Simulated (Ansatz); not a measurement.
System: fcc Ca. Method: r²SCAN0 in Ansatz (PAW).

Numerical settings: plane-wave cutoff 520 eV, 10×10×10 k mesh, Fermi–Dirac smearing 0.05 eV, scalar-relativistic PAW data made under PBE.

Computed points:

```csv
V (Å³/atom),E − E_lowest (meV/atom),P (GPa)
40.834,14.67,1.562
41.848,6.55,1.010
42.949,1.49,0.474
43.770,0.00,0.112
45.151,1.43,-0.430
46.253,5.71,-0.809
```

Q: Estimate the bulk modulus from the pressures at 43.770 and 45.151 Å³/atom, and compare it with a fit to all energies.

A: B = −V dP/dV. Between V = 43.770 and 45.151 Å³/atom, dP/dV = (-0.430 − (0.112))/(45.151 − 43.770) = -0.392 GPa per Å³/atom; at the midpoint 44.461 Å³/atom this gives B ≈ 17.4 GPa. The third-order Birch–Murnaghan fit gives V0 = 44.039 Å³/atom, B0 = 18.0 GPa, B′ = 3.6, which lies 3 % above that estimate.

Measured, for comparison: bulk modulus 18.6 GPa (corrected for temperature and zero-point phonon effects, our sources range from 15.9 to 18.7; as tabulated in Levämäki et al. (2014), arXiv:1402.3671); equilibrium volume per atom 42.81 Å³/atom (low-temperature or extrapolated to 0 K; zero-point anharmonic expansion removed; as tabulated in Csonka et al. (2009), arXiv:0903.4037). Computed (rounded) less measured: bulk modulus not scored (sources differ), equilibrium volume per atom +2.9 %.

Cost on a shared machine: roughly 22 core-minutes.

Ansatz is a quantum-chemistry and plane-wave program.
